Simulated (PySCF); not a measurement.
**Argon: a sound run and one with changed settings**

Sound run: Ar [Ar], Ar⁺ [Ne] 3s2 3p5. Computed with PySCF 2.14 in cc-pVDZ-DK, with scalar relativity by spin-free X2C-1e. The sound run starts from symmetry-adapted Hartree-Fock orbitals and uses a fine grid where one is needed.

Changed run: radial step 1.2 in ln r (0.13 in the sound run). This setting is unsound on purpose.

```json
{"species": "Ar", "method": "UHF", "sound run (hartree)": "-528.60601", "changed run (hartree)": "-528.60601", "converged": "yes"}
{"species": "Ar", "method": "MN15", "sound run (hartree)": "-529.45994", "changed run (hartree)": "-527.53627", "converged": "yes"}
{"species": "Ar", "method": "LDA", "sound run (hartree)": "-527.70894", "changed run (hartree)": "-526.49877", "converged": "yes"}
{"species": "Ar⁺", "method": "UHF", "sound run (hartree)": "-528.06731", "changed run (hartree)": "-528.06731", "converged": "yes"}
{"species": "Ar⁺", "method": "MN15", "sound run (hartree)": "-528.88017", "changed run (hartree)": "-526.92196", "converged": "yes"}
{"species": "Ar⁺", "method": "LDA", "sound run (hartree)": "-527.12271", "changed run (hartree)": "-525.90914", "converged": "yes"}
```

Ionisation energy of Ar:

```
method  sound run (eV)  changed run (eV)
   UHF          14.659            14.659
  MN15          15.776            16.716
   LDA          15.952            16.045
```

A coarse radial grid mis-integrates the density and the exchange-correlation energy, with errors of either sign; Hartree-Fock needs no grid.

For comparison, NIST gives 15.760 eV between the lowest levels.
